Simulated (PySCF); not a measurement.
## Atomic charges against the basis set

Species: HCF2CH2OH, C2H4F2O.
Cartesian coordinates in Å at the PBE0-D3(BJ)/def2-SVP level; atoms count from 1:
```xyz
9
C2H4F2O angstrom
O      1.4266    0.5162    0.5013
C      0.5735   -0.4698    0.0197
C     -0.8576    0.0078   -0.0605
F     -1.3383    0.3195    1.1582
F     -0.8871    1.1448   -0.8105
H      1.2717    1.3115   -0.0226
H      0.6173   -1.3297    0.7058
H      0.8577   -0.8374   -0.9881
H     -1.5310   -0.7323   -0.5291
```

PBE0 throughout (PySCF), one geometry, spherical d and f functions. One conformer (not necessarily the lowest) at the PBE0-D3(BJ)/def2-SVP geometry, without solvent, vibrations or thermal averaging. Atoms taken as equivalent share a column and are averaged.

Mulliken charges (e):

```tsv
basis	functions	O1	C2	C3	F4/F5	H6	H7/H8	H9
STO-3G	29	-0.283	-0.072	+0.142	-0.116	+0.207	+0.084	+0.069
6-31G	53	-0.598	-0.116	+0.404	-0.310	+0.386	+0.188	+0.169
pcSseg-0	53	-0.665	-0.161	+0.450	-0.361	+0.377	+0.246	+0.230
6-31G*	78	-0.635	-0.131	+0.490	-0.321	+0.425	+0.175	+0.142
def2-SVP	90	-0.325	+0.137	+0.369	-0.236	+0.178	+0.043	+0.027
cc-pVDZ	90	-0.265	+0.087	+0.335	-0.209	+0.150	+0.045	+0.022
aug-cc-pVDZ	151	-0.494	+0.742	+1.211	-0.466	+0.127	-0.186	-0.283
6-311+G(2d,p)	159	-0.395	-0.060	+0.297	-0.271	+0.271	+0.145	+0.140
def2-TZVP	179	-0.432	-0.022	+0.240	-0.196	+0.318	+0.108	+0.072
cc-pVTZ	206	-0.322	+0.013	+0.323	-0.195	+0.210	+0.069	+0.030
IGLO-III	215	-0.425	-0.042	+0.318	-0.239	+0.304	+0.117	+0.089
```

IAO charges (e):

```
        basis  functions      O1      C2      C3   F4/F5      H6   H7/H8      H9
       STO-3G         29  -0.330  -0.172  +0.168  -0.144  +0.247  +0.133  +0.109
        6-31G         53  -0.511  -0.111  +0.371  -0.284  +0.352  +0.158  +0.152
     pcSseg-0         53  -0.492  -0.113  +0.372  -0.279  +0.338  +0.153  +0.145
       6-31G*         78  -0.522  -0.076  +0.430  -0.297  +0.350  +0.141  +0.131
     def2-SVP         90  -0.519  -0.072  +0.430  -0.299  +0.350  +0.139  +0.131
      cc-pVDZ         90  -0.522  -0.075  +0.427  -0.298  +0.352  +0.140  +0.133
  aug-cc-pVDZ        151  -0.547  -0.076  +0.432  -0.308  +0.367  +0.149  +0.143
6-311+G(2d,p)        159  -0.548  -0.077  +0.431  -0.308  +0.367  +0.150  +0.144
    def2-TZVP        179  -0.544  -0.076  +0.438  -0.309  +0.365  +0.147  +0.141
      cc-pVTZ        206  -0.542  -0.077  +0.437  -0.307  +0.364  +0.147  +0.139
     IGLO-III        215  -0.548  -0.078  +0.434  -0.309  +0.368  +0.149  +0.144
```

Hirshfeld charges (e):

| basis | functions | O1 | C2 | C3 | F4/F5 | H6 | H7/H8 | H9 |
| --- | --- | --- | --- | --- | --- | --- | --- | --- |
| STO-3G | 29 | -0.182 | +0.038 | +0.151 | -0.085 | +0.127 | +0.016 | +0.004 |
| 6-31G | 53 | -0.235 | +0.003 | +0.149 | -0.114 | +0.163 | +0.048 | +0.052 |
| pcSseg-0 | 53 | -0.231 | 0.000 | +0.148 | -0.109 | +0.161 | +0.046 | +0.048 |
| 6-31G* | 78 | -0.227 | -0.001 | +0.142 | -0.105 | +0.162 | +0.044 | +0.046 |
| def2-SVP | 90 | -0.220 | -0.014 | +0.139 | -0.102 | +0.160 | +0.045 | +0.047 |
| cc-pVDZ | 90 | -0.213 | -0.016 | +0.132 | -0.097 | +0.159 | +0.043 | +0.044 |
| aug-cc-pVDZ | 151 | -0.220 | -0.024 | +0.134 | -0.103 | +0.156 | +0.052 | +0.056 |
| 6-311+G(2d,p) | 159 | -0.223 | -0.019 | +0.136 | -0.107 | +0.159 | +0.052 | +0.056 |
| def2-TZVP | 179 | -0.222 | -0.020 | +0.134 | -0.104 | +0.161 | +0.051 | +0.053 |
| cc-pVTZ | 206 | -0.219 | -0.021 | +0.133 | -0.101 | +0.159 | +0.049 | +0.051 |
| IGLO-III | 215 | -0.221 | -0.023 | +0.134 | -0.104 | +0.158 | +0.052 | +0.055 |

ESP-fitted charges (e):

```tsv
basis	functions	O1	C2	C3	F4/F5	H6	H7/H8	H9
STO-3G	29	-0.434	+0.039	+0.223	-0.118	+0.314	+0.045	+0.004
6-31G	53	-0.644	+0.091	+0.351	-0.231	+0.456	+0.074	+0.061
pcSseg-0	53	-0.654	+0.107	+0.437	-0.256	+0.448	+0.066	+0.042
6-31G*	78	-0.547	+0.059	+0.169	-0.158	+0.405	+0.074	+0.082
def2-SVP	90	-0.533	+0.075	+0.236	-0.186	+0.392	+0.066	+0.073
cc-pVDZ	90	-0.509	+0.058	+0.223	-0.178	+0.381	+0.066	+0.071
aug-cc-pVDZ	151	-0.515	+0.015	+0.168	-0.172	+0.387	+0.093	+0.104
6-311+G(2d,p)	159	-0.539	+0.022	+0.168	-0.176	+0.405	+0.095	+0.106
def2-TZVP	179	-0.524	+0.017	+0.169	-0.170	+0.399	+0.091	+0.100
cc-pVTZ	206	-0.507	+0.019	+0.159	-0.165	+0.386	+0.087	+0.098
IGLO-III	215	-0.516	+0.007	+0.142	-0.165	+0.391	+0.097	+0.112
```

Some averages cover members that differ in this geometry, most widely: H7/H8, ESP-fitted in IGLO-III +0.057 to +0.137; H7/H8, ESP-fitted in 6-311+G(2d,p) +0.055 to +0.134; H7/H8, ESP-fitted in aug-cc-pVDZ +0.053 to +0.132; H7/H8, ESP-fitted in def2-TZVP +0.052 to +0.129 e.

Question: Which scheme is steadiest as the basis changes?

Answer: Largest range over the bases for any column: Hirshfeld 0.06 e, IAO 0.27 e, ESP-fitted 0.30 e, Mulliken 1.07 e. Hirshfeld charges move least and Mulliken charges most, counted in e. Without the minimal STO-3G basis the ranges are Hirshfeld 0.03, IAO 0.07, ESP-fitted 0.30, Mulliken 0.97 e.

Question: How much do the charges still move between the two largest bases, cc-pVTZ and IGLO-III?

Answer: At most, over all atoms: Mulliken 0.103 e, IAO 0.006 e, Hirshfeld 0.004 e, ESP-fitted 0.018 e.

Question: What do the same runs give for the total energy, the frontier levels and the dipole moment?

Answer: 
```csv
basis,energy (Eh),HOMO (eV),LUMO (eV),μ (D)
STO-3G,-348.2801,-4.27,8.42,1.42
6-31G,-353.0471,-8.15,2.11,2.63
pcSseg-0,-352.3109,-8.09,1.91,2.78
6-31G*,-353.1404,-7.98,2.49,2.04
def2-SVP,-352.8877,-8.14,1.85,2.15
cc-pVDZ,-353.1730,-8.02,1.93,2.01
aug-cc-pVDZ,-353.2108,-8.44,-0.15,2.25
"6-311+G(2d,p)",-353.2766,-8.47,0.22,2.31
def2-TZVP,-353.3106,-8.40,1.14,2.18
cc-pVTZ,-353.2931,-8.31,1.26,2.10
IGLO-III,-353.3182,-8.44,0.68,2.23
```

The dipole is fixed by the density alone, so its range of 1.36 D shows that the density itself changes with the basis, not only its division among atoms.
